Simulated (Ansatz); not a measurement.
## BH2⁻, triplet along the angle H2-B1-H3

Starting geometry (PBE0/def2-TZVPD stationary point for this spin, not checked as a minimum):

```xyz
3

B     0.0000   -0.0819    0.0000
H     0.0000    0.4392   -1.0911
H     0.0000    0.4392    1.0911
```

From there the angle named below is changed in its plane at fixed bond lengths, both arms turning rigidly about the middle atom; atoms are numbered as listed. Energies are in kcal/mol, counted from the starting geometry at the same level. Kohn–Sham curves are unrestricted where that lies lower.

Basis 6-31++G** (Cartesian d functions); Ansatz 0.2.0. Correlated methods freeze the noble-gas cores.

The highest occupied Kohn–Sham level of the anion is positive, up to +2.25 eV, so in those functionals the extra electron is held by the basis alone, which enters their differences from the reference.

In so small a basis the reference is far from its limit while semilocal and hybrid functionals are nearer theirs (RPA and double hybrids share part of the reference's basis error), so the functionals' errors here hold much of the reference's basis and frozen-core error, which can add to them or hide them.

Full CI is exact within this basis and frozen core; it isn't the basis-set limit.

| angle H2-B1-H3 (°) | full CI | PBE | r2SCAN | PBE0 | B3LYP | r2SCANh | CAM-B3LYP | wB97M-V | B2PLYP | RPA-PBE |
| --- | --- | --- | --- | --- | --- | --- | --- | --- | --- | --- |
| 69.0 | 39.4 | 37.1 | 37.0 | 38.0 | 38.9 | 37.4 | 39.1 | 39.4 | 39.4 | 39.9 |
| 87.7 | 17.3 | 16.6 | 16.3 | 16.8 | 17.2 | 16.4 | 17.2 | 17.5 | 17.3 | 17.1 |
| 105.2 | 5.2 | 5.4 | 5.1 | 5.2 | 5.4 | 5.0 | 5.3 | 5.6 | 5.3 | 5.0 |
| 121.3 | 0.5 | 0.7 | 0.5 | 0.6 | 0.6 | 0.5 | 0.6 | 0.7 | 0.5 | 0.4 |
| 128.9 | 0.0 | 0.0 | 0.0 | 0.0 | 0.0 | 0.0 | 0.0 | 0.0 | 0.0 | 0.0 |
| 139.0 | 0.7 | 0.2 | 0.5 | 0.4 | 0.4 | 0.5 | 0.5 | 0.3 | 0.6 | 0.8 |
| 159.4 | 5.0 | 2.7 | 3.4 | 3.6 | 3.5 | 3.7 | 4.1 | 3.4 | 4.3 | 5.3 |
| 180.0 | 8.0 | 4.2 | 5.2 | 5.5 | 5.5 | 5.6 | 6.4 | 5.5 | 6.7 | 8.4 |

Q: Judged by the spread of the error over the points with a reference (largest less smallest), which of these follows full CI best and which worst?

A: Subtracting the full CI column from each: best RPA-PBE (errors from -0.2 to 0.5, spread 0.7 kcal/mol), worst PBE (from -3.8 to 0.2, spread 4.0 kcal/mol). Functionals and wave-function methods converge differently with the basis, so part of this is basis effect.
